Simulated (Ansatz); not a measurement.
# BH₅SSi (SMILES [SiH3]BS): functionals against CCSD(T) at one geometry

An exercise on one series of results from a longer session: the logs are not shown, and one member is left open.

Program: Ansatz 0.2.0, Gaussian basis. Level of theory: single points in def2-TZVPP. These are calculated values, not measurements.

Correlated methods freeze the cores.

## Where the work starts

SMILES `[SiH3]BS`, 8 atoms, charge 0, spin multiplicity 1.

Atoms are counted from 1 here; the program's logs count them from 0.

Bond lengths: Si1–B2 2.057 Å, Si1–H4 1.354 Å, Si1–H5 1.535 Å, Si1–H6 1.422 Å, B2–S3 1.791 Å, B2–H7 1.294 Å, S3–H8 1.269 Å. Angles: B2–Si1–H4 115.4°, B2–Si1–H5 108.4°, B2–Si1–H6 112.3°, H4–Si1–H5 102.9°, H4–Si1–H6 107.6°, H5–Si1–H6 109.7°, Si1–B2–S3 121.4°, Si1–B2–H7 123.9°, S3–B2–H7 114.7°, B2–S3–H8 101.3°.

Coordinates:

```mol
BH5SSi
  3D, bonds by distance, orders not assigned

  8  7  0  0  0  0  0  0  0  0999 V2000
   -0.5668    0.7579   -0.5570 Si  0  0
    0.3653   -0.1421    1.0408 B   0  0
    1.0080   -1.8104    0.9280 S   0  0
   -1.3877   -0.0419   -1.2775 H   0  0
    0.5058    1.1587   -1.5795 H   0  0
   -1.3130    1.9054   -0.1708 H   0  0
    0.5798    0.4440    2.1748 H   0  0
    0.6743   -2.1256   -0.2546 H   0  0
  1  2  8  0
  1  4  8  0
  1  5  8  0
  1  6  8  0
  2  3  8  0
  2  7  8  0
  3  8  8  0
M  END
```

The first run:

Contents of run/in.yaml:

```yaml
crystal:
  periodic: [false, false, false]
  atoms:
    - {symbol: Si, position_ang: [-0.566800, 0.757900, -0.557000]}
    - {symbol: B, position_ang: [0.365300, -0.142100, 1.040800]}
    - {symbol: S, position_ang: [1.008000, -1.810400, 0.928000]}
    - {symbol: H, position_ang: [-1.387700, -0.041900, -1.277500]}
    - {symbol: H, position_ang: [0.505800, 1.158700, -1.579500]}
    - {symbol: H, position_ang: [-1.313000, 1.905400, -0.170800]}
    - {symbol: H, position_ang: [0.579800, 0.444000, 2.174800]}
    - {symbol: H, position_ang: [0.674300, -2.125600, -0.254600]}
basis:
  gaussian: {orbitals: def2-TZVPP}
correlation: {method: ccsd_t}
output: {forces: true}
```

The command line of these runs was not kept.

Steps of the session up to this table: CCSD(T)/def2-TZVPP; PBE0-D4/def2-TZVPP; wB97M-V/def2-TZVPP; r2SCAN-D4/def2-TZVPP; PBE-D4/def2-TZVPP; CAM-B3LYP-D4/def2-TZVPP; BHLYP-D4/def2-TZVPP.

One of the session's tables, all rows but one given; the rest of the session is left out.

| method | RMS force component (eV/Å) | angle to CCSD(T) forces (°) | dipole (D) |
| --- | --- | --- | --- |
| CCSD(T) | 1.311 | reference | 0.76 |
| PBE0-D4 | 1.346 | 3.7 | 0.75 |
| wB97M-V | ? | ? | ? |
| r2SCAN-D4 | 1.338 | 3.2 | 0.78 |
| PBE-D4 | 1.391 | 6.3 | 0.83 |
| CAM-B3LYP-D4 | 1.307 | 3.5 | 0.71 |
| BHLYP-D4 | 1.277 | 4.9 | 0.68 |

Estimate the missing values for wB97M-V.

The run gave: RMS force component (eV/Å): 1.306; angle to CCSD(T) forces (°): 2.9; dipole (D): 0.75. In the column «RMS force component (eV/Å)» it lies between BHLYP-D4 (1.277) and CAM-B3LYP-D4 (1.307).
